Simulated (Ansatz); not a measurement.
# PH₄ (doublet): from Hartree-Fock to the top rungs, cc-pVDZ

Aim: climb from Hartree-Fock through coupled cluster and multireference methods for PH₄ (doublet) at one geometry and basis, and see what each rung misses.

Program: Ansatz 0.2.0, Gaussian basis. Level of theory: cc-pVDZ, core rule «outside noble gas», up to 5 orbitals frozen. These are calculated values, not measurements.

Plan: UHF; CCSD(T) on ROHF; CCSD(T) on UHF; BCCD(T) on ROHF; CISD; CCSDT(Q) on ROHF; CCSDT(Q) on UHF; CASSCF and MRCISD+Q, 9 electrons in 8 orbitals; CASSCF and NEVPT2, 9 electrons in 8 orbitals.

15 further runs of the same task are left out: 4 that didn't finish, 11 set aside as unsound or not needed.

## 1. What is computed

The geometry is a PBE0/def2-TZVP stationary point (not a proven minimum).

5 atoms, charge 0, spin multiplicity 2.

Atoms are counted from 1 here; the program's logs count them from 0.

Bond lengths: P1–H2 1.519 Å, P1–H3 1.410 Å, P1–H4 1.410 Å, P1–H5 1.519 Å. Angles: H2–P1–H3 92.8°, H2–P1–H4 92.8°, H2–P1–H5 171.2°, H3–P1–H4 99.8°, H3–P1–H5 92.8°, H4–P1–H5 92.8°.

Geometry (Å):

```
P     0.04563    0.00000    0.00000
H     0.16158    0.00000   -1.51467
H    -0.86263    1.07824    0.00000
H    -0.86263   -1.07824    0.00000
H     0.16158    0.00000    1.51467
```

## 2. UHF

Input file in.yaml:

```yaml
crystal:
  periodic: [false, false, false]
  atoms:
    - {symbol: P, position_ang: [0.045627, 0.000000, 0.000000]}
    - {symbol: H, position_ang: [0.161577, 0.000000, -1.514668]}
    - {symbol: H, position_ang: [-0.862630, 1.078238, 0.000000]}
    - {symbol: H, position_ang: [-0.862630, -1.078238, 0.000000]}
    - {symbol: H, position_ang: [0.161577, 0.000000, 1.514668]}
basis:
  gaussian: {orbitals: cc-pVDZ}
magnetization: {spin_polarized: true, initial_magnetization: 1}
hamiltonian: {xc: hf}
output: {orbitals: {seedname: orbitals}}
```

Started as:

```sh
$ ansatz run in.yaml --threads 1 --pin off --events-out ev --progress --plain --max-ram 2393MiB
```

The runs that follow: CCSD(T) on ROHF; CCSD(T) on UHF; BCCD(T) on ROHF; CISD; CCSDT(Q) on ROHF; CCSDT(Q) on UHF; CASSCF and MRCISD+Q, 9 electrons in 8 orbitals; CASSCF and NEVPT2, 9 electrons in 8 orbitals.

Before running them: what should the planned runs give, taken together? Wanted: UCCSDT(Q) below the RHF energy; RMP2 from UCCSDT(Q); UMP2 from UCCSDT(Q); RCCSD from UCCSDT(Q); RCCSD(T) from UCCSDT(Q); UCCSD(T) from UCCSDT(Q); RCCSDT(Q) from UCCSDT(Q); NEVPT2 valence from UCCSDT(Q); MRCISD+Q valence from UCCSDT(Q).

**Answer**, as computed:

| quantity | value |
| --- | --- |
| UCCSDT(Q) below the RHF energy | -5.1138 eV |
| RMP2 from UCCSDT(Q) | +1013.2 meV |
| UMP2 from UCCSDT(Q) | +1024.3 meV |
| RCCSD from UCCSDT(Q) | +139.0 meV |
| RCCSD(T) from UCCSDT(Q) | +25.2 meV |
| UCCSD(T) from UCCSDT(Q) | +25.8 meV |
| RCCSDT(Q) from UCCSDT(Q) | +0.3 meV |
| NEVPT2 valence from UCCSDT(Q) | +865.5 meV |
| MRCISD+Q valence from UCCSDT(Q) | 0.0 meV |
| levels within 1 kcal/mol (43 meV) | RCCSD(T), UCCSD(T), BCCD(T), RCCSDT, UCCSDT, RCCSDT(Q), MRCISD+Q valence |
| T1 diagnostic | 0.023 |
| effectively unpaired electrons | 1.02 |

In words: RCCSD(T) lands +25.2 meV from the yardstick (0.5 % of the correlation energy). One determinant dominates. Of the multireference levels listed MRCISD+Q valence comes nearest in total energy (0.0 meV), which doesn't show that its space is the better one. These misses are within one basis, not against nature; the frozen cores of restricted and unrestricted runs differ, which can shift their rows.
